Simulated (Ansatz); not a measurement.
Geometry optimisation, RKS r2SCAN/def2-SVP (Ansatz).

Input file:

```yaml
crystal:
  periodic: [false, false, false]
  atoms:
    - { symbol: Si, position_ang: [-0.2649, 0.2214, -0.2282] }
    - { symbol: S, position_ang: [1.6738, -0.3188, 0.2525] }
    - { symbol: S, position_ang: [0.0793, -1.3041, 1.1224] }
    - { symbol: H, position_ang: [-0.692, -0.1958, -1.5765] }
    - { symbol: H, position_ang: [-0.7463, 1.5236, 0.3883] }
basis:
  gaussian: { orbitals: def2-SVP }
hamiltonian:
  xc: r2scan
relax:
  f_tol: 0.02
  max_steps: 50
output:
  orbitals: {}
```

Run as:

```bash
$ ansatz run input.yaml --threads 1 --pin off --max-ram 2048MiB --backend cpu --events-out ev --progress --plain --runs-dir out
```

**Question.** Where does it end, and by what steps?

**Answer.** It converged. After 3 steps the energy has fallen by 0.213 eV; H4 moved furthest, 0.09 Å.

```
step  energy less start (eV)  largest force component (eV/Å)  accepted
   0                  0.0000                           2.304       yes
   1                 -0.2003                           0.407       yes
   2                 -0.2130                           0.068       yes
   3                 -0.2134                           0.011       yes
```

```xyz
5
Properties=species:S:1:pos:R:3
Si -0.240 0.214 -0.210
S 1.757 -0.300 0.258
S 0.048 -1.365 1.167
H -0.748 -0.125 -1.563
H -0.768 1.502 0.307
```

Time of the run: 18 s on 1 CPU thread of a shared host.
